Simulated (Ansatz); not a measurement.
Input file:

```yaml
crystal:
  periodic: [false, false, false]
  atoms:
    - {symbol: C, position_ang: [0.000000, 0.000000, 0.923868]}
    - {symbol: Li, position_ang: [0.000000, 0.000000, -2.060132]}
    - {symbol: H, position_ang: [0.000000, 0.876160, 1.588923]}
    - {symbol: H, position_ang: [0.000000, -0.876160, 1.588923]}
basis:
  gaussian: {orbitals: def2-SVP}
magnetization: {spin_polarized: true, initial_magnetization: 1}
hamiltonian: {xc: hf}
output: {forces: true, orbitals: {seedname: orbitals}}
```

```sh
$ ansatz run in.yaml --threads 1 --pin off --events-out ev --progress --plain --max-ram 2393MiB
```

Output:

```
383 factors; integrals over basis functions are off by at most 3.8e-4 eV
mean field evaluation 1: about -1258.2031 eV, gradient 1.5e1 eV
mean field evaluation 2: about -1258.2033 eV, gradient 1.5e1 eV
mean field evaluation 4: about -1259.9662 eV, gradient 1.5e0 eV
mean field evaluation 8: about -1260.0898 eV, gradient 8.2e-1 eV
mean field evaluation 16: about -1260.3534 eV, gradient 2.0e-5 eV
mean field evaluation 32: about -1260.0955 eV, gradient 9.8e-1 eV
mean field evaluation 64: about -1249.9554 eV, gradient 1.3e1 eV
mean field evaluation 96: about -1259.7754 eV, gradient 9.9e-5 eV
mean field evaluation 128: about -1260.0933 eV, gradient 8.2e-1 eV
mean field -1260.35338014 eV, -46.3171324218 hartree, gradient 2.0e-5 eV, S^2 1.442672; 3 other end points of the search recorded, 0 dependent functions left out
the calculation of the forces begins
reference -1260.35338014 eV, -46.3171324218 hartree; 6, 5 occupied and 27, 28 virtual orbitals, 383 factors
Total energy: -1260.35338014 eV, -46.3171324218 hartree
Atom 0 at     0.000000     0.000000     0.923868 Å, force     0.000000    -0.000000     1.614316 eV/Å
Atom 1 at     0.000000     0.000000    -2.060132 Å, force    -0.000000    -0.000000     0.609706 eV/Å
Atom 2 at     0.000000     0.876160     1.588923 Å, force    -0.000000     0.405236    -1.112011 eV/Å
Atom 3 at     0.000000    -0.876160     1.588923 Å, force    -0.000000    -0.405236    -1.112011 eV/Å
Dipole moment:    -0.000000    -0.000000    -0.541323 e Å
```

Forces (eV/Å):
```
C    0.000  0.000  1.614
Li   0.000  0.000  0.610
H    0.000  0.405 -1.112
H    0.000 -0.405 -1.112
```

Ran on 1 thread of AMD EPYC 7B13, shared host: 0.39 s wall, 0.08 GiB peak host memory.
